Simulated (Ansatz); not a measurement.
Reaction (SMILES): CCOC [methoxyethane] → O([CH]C)C + H atom (the C-H bond breaks)

Quantity: bond dissociation energy (electronic), in kcal/mol. Conventions: LANL2DZ all-electron up to Ne; 6-311+G** with 5d; open shells spin-unrestricted; spin-orbit terms left out; six Cartesian d functions in 6-31G* and its kin unless marked 5d; non-relativistic; valence correlation only. Basis-set limits of correlation are two-point, X^-3; Hartree-Fock from the larger set. The bracket is a focal-point correction in the basis named. Ab initio and DFT rows: single points at B3LYP-D3(BJ) geometries (Ansatz, an electronic-structure program).

Coupled cluster (Ansatz) is a level with limits of its own, used here on species with T1 under 0.025 (0.045 for open shells) and stable references: RI-MP2/CBS(cc-pVTZ,cc-pVQZ)+[CCSD(T)-MP2]/cc-pVDZ.

Value to compare with, RI-MP2/CBS(cc-pVTZ,cc-pVQZ)+[CCSD(T)-MP2]/cc-pVDZ (Ansatz): 103.5 kcal/mol.

```
level          program  bond dissociation energy (electronic) (kcal/mol)  difference
-------------  -------  ------------------------------------------------  ----------
MP2/STO-3G      Ansatz                                             112.4         8.9
MP2/3-21G       Ansatz                                              93.2       -10.3
MP2/LANL2DZ     Ansatz                                              91.8       -11.7
MP2/6-31G*      Ansatz                                              95.0        -8.5
MP2/6-311+G**   Ansatz                                              99.0        -4.5
```

Among the 5 habitual levels, MP2/LANL2DZ lies farthest from RI-MP2/CBS(cc-pVTZ,cc-pVQZ)+[CCSD(T)-MP2]/cc-pVDZ (Ansatz) (-11.7 kcal/mol) and MP2/6-311+G** nearest (-4.5); 1 of 5 lie above it, and their mean absolute difference is 8.8 kcal/mol, the median 8.9. One case shows no general order.

The sets are all those run for this method; runs whose electronic state is in doubt are left out.
